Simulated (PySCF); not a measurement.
**Quadrupole coupling of cyanoacetylene: levels of theory against gas-phase measurements**

Values to reproduce (atoms as numbered below): 14N at N4: χzz = -4.3192 MHz [1].
[1] measured, gas; W. C. Bailey, Calculation of NQCC in Gaseous State Molecules (compilation of microwave values)

Compound: cyanoacetylene, C₃HN.
Numbering: `[CH:1]#[C:2][C:3]#[N:4]` (hydrogens: H5 on C1)

Q: How do the computed couplings compare?

A: PySCF, non-relativistic, all at one geometry, with Q(14N) = 0.02044 b:

```tsv
level	functions	14N N4 (MHz)	computed/reference − 1 (%)
B3LYP/6-31G-J	52	-3.671	-15.0
B3LYP/pcJ-0	55	-4.755	+10.1
B3LYP/6-31G*	58	-3.696	-14.4
B3LYP/pcJ-1	118	-4.649	+7.6
B3LYP/def2-TZVP	130	-4.798	+11.1
B3LYP/cc-pVTZ	134	-4.786	+10.8
B3LYP/aug-cc-pVTZ-J	204	-4.774	+10.5
B3LYP/pcJ-2	228	-4.815	+11.5
B97-2/pcJ-1	118	-4.392	+1.7
BHandHLYP/pcJ-1	118	-4.856	+12.4
CAM-B3LYP/pcJ-1	118	-4.741	+9.8
KT2/pcJ-1	118	-4.399	+1.8
LDA/pcJ-1	118	-4.460	+3.2
PBE/pcJ-1	118	-4.305	-0.3
PBE0/pcSseg-1	73	-4.625	+7.1
PBE0/pcJ-1	118	-4.498	+4.1
```

Closest here is PBE/pcJ-1 (0.3 % unsigned error), furthest B3LYP/6-31G-J (15.0 %); one molecule doesn't rank methods. Computed values are for fixed nuclei, while measured ones can include vibrational averaging. Isolated species at its PBE0-D3(BJ)/def2-SVP geometry, gas phase.
